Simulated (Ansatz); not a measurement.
# BF2: the cost of one run

Computed with Ansatz 0.2.0, Gaussian basis. Level: def2-QZVPP, core rule «outside noble gas», up to 3 orbitals frozen.

To be run: UHF; ROHF; CCSD(T) on UHF.

### 1 What is computed

The geometry is a PBE0/def2-TZVP stationary point (not a proven minimum) of the parent state, kept for this charge and spin.

3 atoms, charge 0, spin multiplicity 6.

Atoms are counted from 1 here; the program's logs count them from 0.

Bond lengths: B1–F2 1.470 Å, B1–F3 1.470 Å. Angles: F2–B1–F3 82.4°.

### 2 UHF

File in.yaml:

```yaml
crystal:
  periodic: [false, false, false]
  atoms:
    - {symbol: B, position_ang: [0.000000, -0.860948, 0.000000]}
    - {symbol: F, position_ang: [0.000000, 0.244960, -0.967951]}
    - {symbol: F, position_ang: [0.000000, 0.244960, 0.967951]}
basis:
  gaussian: {orbitals: "def2-QZVPP.json"}
magnetization: {spin_polarized: true, initial_magnetization: 5}
hamiltonian: {xc: hf}
output: {orbitals: {seedname: orbitals}}
```

The run is started by

```sh
$ ansatz run in.yaml --threads 1 --pin off --events-out ev --progress --plain --max-ram 2393MiB
```

**Question.** How long does this run take on 1 thread of Intel Xeon Platinum 8259CL at 2.50GHz, shared host, and how much memory does it need?

About 33 s, with a peak of 0.34 GiB.
